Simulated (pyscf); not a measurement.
Structures and frequencies: ωB97X-D3(BJ)/def2-SVP in PySCF. MP2 and CC: frozen core, UHF for open shells. ΔMP2 is the change of the MP2 total energy from the triple- to the quadruple-zeta basis.

Q: For `[NH2][SiH2][Cl]` -> `[SiH][Cl]` [singlet] + `[NH3]`, a 1,1-elimination (singlet surface; N–Si, H–Si broken, H–N formed), PBE/def2-TZVP gives ΔE‡ = 266.9 kJ/mol and ΔE = +243.4 kJ/mol (zero: the reactant's lowest minimum found). In which direction and how far do r²SCAN/def2-TZVP, B3LYP-D3(BJ)/def2-TZVP, CCSD(T)/def2-TZVPP + ΔMP2(QZVPP) move these?

A: r²SCAN: ΔE‡ = 293.4 kJ/mol, ΔE = +273.9 kJ/mol; B3LYP-D3(BJ): ΔE‡ = 303.0 kJ/mol, ΔE = +252.8 kJ/mol; CCSD(T): ΔE‡ = 315.4 kJ/mol, ΔE = +255.3 kJ/mol. PBE's barrier lies under all of them, by 26.4 to 48.5 kJ/mol. Its reaction energy lies under all of them, by 9.4 to 30.5 kJ/mol. On the product side the descent ends in an adduct with a N–Si contact, 123.7 kJ/mol under the separated species and 174.0 kJ/mol under the saddle at ωB97X-D3(BJ)/def2-TZVP. What is counted as broken (N–Si) persists as a longer contact in the product adduct; parting that adduct is a step of its own. At ωB97X-D3(BJ) the barrier from the zero used here is 324.3 kJ/mol. This is the saddle that the search found; another between the same sides may lie lower. The CCSD(T) − MP2 part came from Ansatz, without density fitting, on the same reference.
